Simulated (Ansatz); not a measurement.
We consider antifluorite Mg2Sn, described by LDA in Ansatz (plane waves, PAW).

Numerical settings: plane-wave cutoff 520 eV, 20×20×20 k mesh, Fermi–Dirac smearing 0.05 eV, scalar-relativistic PAW data made under PBE.

Computed at the level's own relaxed cell.

```yaml
crystal:
  lattice:
    - [0.00000, 3.33134, 3.33134]
    - [3.33134, 0.00000, 3.33134]
    - [3.33134, 3.33134, 0.00000]
  atoms:
    - { symbol: Mg, position: [0.25000, 0.25000, 0.25000] }
    - { symbol: Mg, position: [0.75000, 0.75000, 0.75000] }
    - { symbol: Sn, position: [0.00000, 0.00000, 0.00000] }
```

**Question.** Give the elastic tensor (Voigt notation, GPa, ions relaxed, in the Cartesian axes of the cell as printed).

**Answer.** 
```
   81.3    29.4    29.4     0.0     0.0     0.0
   29.4    81.3    29.4     0.0     0.0     0.0
   29.4    29.4    81.3     0.0     0.0     0.0
    0.0     0.0     0.0    35.0     0.0     0.0
    0.0     0.0     0.0     0.0    35.0     0.0
    0.0     0.0     0.0     0.0     0.0    35.0
```

Note: the solid has no gap at this level, which affects its response.

Computed values are for the static lattice.

Ansatz is a program for electronic structure.
